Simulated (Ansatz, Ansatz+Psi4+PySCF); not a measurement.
```yaml
atoms:
  - { symbol: N, position_ang: [0.0000, 0.0000, 0.0000] }
  - { symbol: O, position_ang: [0.0000, 1.1046, 0.4689] }
  - { symbol: O, position_ang: [0.0000, -1.1046, 0.4689] }
```

Basis set: cc-pVTZ (spherical functions). Correlated methods keep 3 orbitals frozen. Correlation on ROHF uses semicanonical orbitals with singles. Charge 0, multiplicity 2.

Computed with Ansatz (development build ahead of 0.2.0); each method stands on the lowest determinant of its kind that the runs found.

The atomization energy at this shape (free ground-state atoms in the same class of orbitals less the molecule, no zero-point energy) of doublet NO₂:

```
      method  atomization energy
ROHF-CCSD(T)             9.20 eV
 UHF-CCSD(T)             9.18 eV
    ROHF-MP2            10.33 eV
     UHF-MP2            10.01 eV
         UHF             2.29 eV
```

Question: What does ROHF-CCSD give?

Answer: 8.42 eV. Caution for UHF-CCSD(T), UHF-MP2, UHF: the determinant breaks the point group. Caution for UHF-MP2: another reference gives a lower total.
